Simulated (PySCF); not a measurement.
A GIAO shielding run with PySCF (density fitting, non-relativistic, gas phase) on Nitrogen trifluoride (SMILES FN(F)F):

```
$ OMP_NUM_THREADS=1 python probes_run.py task.json out

{"job": {"kind": "nmr", "xc": "PBE0", "basis": "cc-pVTZ", "pop": true}, "charge": 0, "multiplicity": 1}
F     -0.551377     1.072762    -0.165755
N      0.007593    -0.003079     0.432855
F     -0.644403    -1.033105    -0.151295
F      1.226177    -0.061947    -0.148815
```

Hardware: 1 thread of an Arm Neoverse V1, shared host. The job also computes population analyses, field gradients.

Question: How large is the calculation?

Answer: 34 electrons, 120 basis functions and 335 auxiliary functions.

Question: How long does it take, and how much memory does it need?

Answer: 4.5 s of wall time, with 12 SCF cycles and 5 response iterations; peak memory 0.43 GiB. Times on a shared host scatter by some tens of per cent.

Question: And these other runs on the same molecule and hardware: GIAO shielding at PBE0/IGLO-III; GIAO shielding at PBE0/aug-cc-pVDZ; GIAO shielding at PBE0/cc-pVDZ; GIAO shielding at PBE0/pcSseg-0; GIAO shielding at PBE0/pcSseg-3; spin–spin coupling at B97-2/pcJ-1?

Answer: PBE0/IGLO-III: 140 functions, 4.8 s; PBE0/aug-cc-pVDZ: 92 functions, 3 s; PBE0/cc-pVDZ: 56 functions, 2 s; PBE0/pcSseg-0: 36 functions, 1.4 s; PBE0/pcSseg-3: 288 functions, 25 s; B97-2/pcJ-1: 108 functions, 3.8 s.
